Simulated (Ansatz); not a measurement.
Basis-set extrapolation for C$_{2}$H$_{6}$S$_{2}$, SMILES `SCCS` (PBE0-D4/def2-TZVP geometry, frozen core, the Gaussian-basis code of Ansatz). Multiplicity 1, RHF reference.

|  | def2-TZVPP | def2-QZVPP |
| --- | --- | --- |
| HF | -874.337284 | -874.363803 |
| MP2 correlation | -0.709485 | -0.763422 |
| CCSD(T) correlation | -0.798233 | not run |

Energies in hartree. Use E(X) = E(∞) + A·exp(−7.88·√X) for Hartree–Fock and E(X) = E(∞) + B·X^(−2.97) for correlation, with X = 3 and 4, and add CCSD(T) minus MP2 of the smaller set to the MP2 limit.

What is the CCSD(T) energy at the basis-set limit?

HF limit: -874.363803 + (-0.026519) × 0.13774 = -874.36746. MP2 limit: -0.763422 + (-0.053937) × 0.74074 = -0.80338. Higher-order term: -0.798233 − (-0.709485) = -0.08875. Total: -875.25959 hartree, 325.8 kJ/mol below CCSD(T)/def2-TZVPP.
